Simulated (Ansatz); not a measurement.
Calculation: frozen-core CCSD(T)/cc-pVTZ (Ansatz, an electronic-structure program).

Ansatz 0.2 input:
```yaml
crystal:
  periodic: [false, false, false]
  atoms:
    - { symbol: Cl, position_ang: [0.0, 0.0, 0.0] }
basis:
  gaussian: { orbitals: cc-pVTZ }
correlation:
  method: ccsd_t
magnetization:
  spin_polarized: true
  initial_magnetization: 1
```

Output:

```
Functional definition: HF
196 factors; integrals over basis functions are off by at most 1.5e-4 eV
mean field evaluation 1: about -12503.0172 eV, gradient 5.7e0 eV
mean field evaluation 2: about -12503.0196 eV, gradient 5.7e0 eV
mean field evaluation 4: about -12503.2315 eV, gradient 5.2e-1 eV
mean field evaluation 8: about -12503.2356 eV, gradient 4.2e-3 eV
mean field evaluation 16: about -12503.2330 eV, gradient 5.9e-1 eV
mean field evaluation 32: about -12503.2356 eV, gradient 2.6e-3 eV
mean field evaluation 64: about -12503.2356 eV, gradient 4.0e-3 eV
mean field -12503.23561632 eV, -459.4854339022 hartree, gradient 3.9e-6 eV, S^2 0.759299; 4 other end points of the search recorded, 0 dependent functions left out
5 core orbitals not correlated
reference -12503.23561632 eV, -459.4854339022 hartree; 4, 3 occupied and 25, 26 virtual orbitals, 196 factors
second order -4.29743940 eV of doubles, -0.00000000 eV of singles
cycle   1  -4.78249330 eV  change   -4.9e-1 eV  update   3.8e-2
cycle   2  -4.91513560 eV  change   -1.3e-1 eV  update   1.2e-2
cycle   3  -4.92155891 eV  change   -6.4e-3 eV  update   2.6e-3
cycle   4  -4.92111160 eV  change    4.5e-4 eV  update   3.9e-4
cycle   5  -4.92107844 eV  change    3.3e-5 eV  update   9.5e-5
cycle   6  -4.92110391 eV  change   -2.5e-5 eV  update   2.7e-5
cycle   7  -4.92110386 eV  change    5.2e-8 eV  update   7.2e-6
perturbative correction -0.15039659 eV, -0.0055269728 hartree
Total energy: -12508.30711677 eV, -459.6718081062 hartree
```

Cost: about 0.4 core-seconds (a rough figure).
